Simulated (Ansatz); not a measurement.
Relaxation of BH$_{7}$NP (10 atoms, charge 0, multiplicity 1), to a largest force component of 0.03 eV/Å in at most 50 steps.

Computed with Ansatz 0.2.0, RKS PBE/def2-SVP.

```xyz
10
Properties=species:S:1:pos:R:3
B -0.390 -0.866 0.130
N 1.565 1.077 0.834
H 0.501 -1.630 -0.171
H -0.766 -0.787 1.284
H 0.837 1.381 0.182
P -1.190 0.263 -1.179
H 1.999 0.235 0.442
H 1.130 0.814 1.723
H -1.108 -0.550 -2.357
H -2.578 0.063 -0.889
```

Question: Where does it end, and by what steps?

Answer: It converged. After 18 steps the energy has fallen by 1.179 eV; H8 moved furthest, 0.87 Å. Joined: B1–N2 (2.85 → 1.64 Å).

```json
{"step": "0", "energy less start (eV)": "0.0000", "largest force component (eV/Å)": "0.303", "accepted": "yes"}
{"step": "1", "energy less start (eV)": "-0.0131", "largest force component (eV/Å)": "0.716", "accepted": "yes"}
{"step": "2", "energy less start (eV)": "-0.0329", "largest force component (eV/Å)": "0.246", "accepted": "yes"}
{"step": "3", "energy less start (eV)": "-0.0392", "largest force component (eV/Å)": "0.168", "accepted": "yes"}
{"step": "4", "energy less start (eV)": "-0.0432", "largest force component (eV/Å)": "0.122", "accepted": "yes"}
{"step": "5", "energy less start (eV)": "-0.0529", "largest force component (eV/Å)": "0.198", "accepted": "yes"}
{"step": "6", "energy less start (eV)": "-0.0865", "largest force component (eV/Å)": "1.006", "accepted": "yes"}
{"step": "7", "energy less start (eV)": "-0.3193", "largest force component (eV/Å)": "1.559", "accepted": "yes"}
{"step": "8", "energy less start (eV)": "-0.8048", "largest force component (eV/Å)": "1.288", "accepted": "yes"}
{"step": "9", "energy less start (eV)": "-1.0619", "largest force component (eV/Å)": "0.918", "accepted": "yes"}
{"step": "10", "energy less start (eV)": "-1.0252", "largest force component (eV/Å)": "0.535", "accepted": "no"}
{"step": "11", "energy less start (eV)": "-1.1145", "largest force component (eV/Å)": "0.175", "accepted": "yes"}
{"step": "12", "energy less start (eV)": "-1.1274", "largest force component (eV/Å)": "0.096", "accepted": "yes"}
{"step": "13", "energy less start (eV)": "-1.1366", "largest force component (eV/Å)": "0.467", "accepted": "yes"}
{"step": "14", "energy less start (eV)": "-1.1684", "largest force component (eV/Å)": "0.068", "accepted": "yes"}
{"step": "15", "energy less start (eV)": "-1.1686", "largest force component (eV/Å)": "0.295", "accepted": "yes"}
{"step": "16", "energy less start (eV)": "-1.1712", "largest force component (eV/Å)": "0.213", "accepted": "yes"}
{"step": "17", "energy less start (eV)": "-1.1785", "largest force component (eV/Å)": "0.036", "accepted": "yes"}
{"step": "18", "energy less start (eV)": "-1.1794", "largest force component (eV/Å)": "0.015", "accepted": "yes"}
```

```xyz
10
Properties=species:S:1:pos:R:3
B 0.045 -0.589 0.060
N 1.012 0.582 0.692
H 0.806 -1.318 -0.572
H -0.477 -1.141 1.025
H 1.433 1.150 -0.060
P -1.171 0.363 -1.197
H 1.775 0.178 1.255
H 0.489 1.230 1.300
H -1.496 -0.760 -2.032
H -2.416 0.305 -0.472
```

Whether the end is a true minimum wasn't checked by a vibrational analysis.

The run took 15 s on 2 threads of AMD EPYC 9R14 (Zen 4), on a shared host, peak memory 0.14 GiB.
